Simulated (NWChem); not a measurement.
## Correlation energy of Na

```xyz
1

Na     0.0000     0.0000     0.0000
```
Charge 0, spin multiplicity 2.

Program: NWChem.

Basis set: def2-SVP. Each correlation energy counts from its own Hartree-Fock reference.

```json
[
 {"method": "UMP2", "correlation energy (mHa)": "-0.8"},
 {"method": "CCSD(T) on ROHF", "correlation energy (mHa)": "-0.9"},
 {"method": "CCSD[T] on ROHF", "correlation energy (mHa)": "-0.9"},
 {"method": "CCSD on ROHF", "correlation energy (mHa)": "-0.9"},
 {"method": "CCSD[T] on UHF", "correlation energy (mHa)": "-0.9"},
 {"method": "CCSD on UHF", "correlation energy (mHa)": "-0.9"},
 {"method": "CCSD(T) on UHF", "correlation energy (mHa)": "-0.9"},
 {"method": "CCSDT on ROHF", "correlation energy (mHa)": "-0.9"},
 {"method": "SCS-UMP2", "correlation energy (mHa)": "-0.8"}
]
```

The values span 0.1 mHa, from CCSD[T] on ROHF (lowest) to SCS-UMP2 (highest). 

The correlated methods keep 1 core orbital frozen. The stability of the SCF solutions was not checked. Open-shell Hartree-Fock references start from PBE0 orbitals. No row is a measurement; the coupled-cluster row has its own basis-set and correlation limits.
